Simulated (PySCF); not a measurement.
Working out the ionisation energy of C

C [He] 2s2 2p2 (3P) → C+ [He] 2s2 2p1 (2P). All numbers are calculated (PySCF 2.14, scalar relativity by spin-free X2C-1e, in aug-cc-pCVQZ-DK (9s8p6d4f2g, 109 functions)). Frozen: nothing. Energies in hartree (1 hartree = 27.21139 eV):

```
             part   C (lower)  C+ (upper)
              UHF  -37.708353  -37.311660
MP2 opposite-spin   -0.106420   -0.098020
    MP2 same-spin   -0.017569   -0.007161
```

Task: What does Hartree-Fock give?

Result: (-37.311660) − (-37.708353) = 0.396693 hartree = 10.795 eV.

Task: What do MP2 and SCS-MP2 (6/5 opposite-spin, 1/3 same-spin) give?

Result: The opposite-spin parts differ by 0.229 eV and the same-spin parts by 0.283 eV. MP2: 10.795 + (0.229) + (0.283) = 11.307 eV. SCS-MP2: 10.795 + 1.2 × (0.229) + (0.283)/3 = 11.164 eV.

Measured between the centres of the two terms (NIST): 11.262 eV, so MP2 (valence and next inner shell) is off by 0.045 eV.

What remains against the reference includes basis incompleteness and correlation beyond second order.
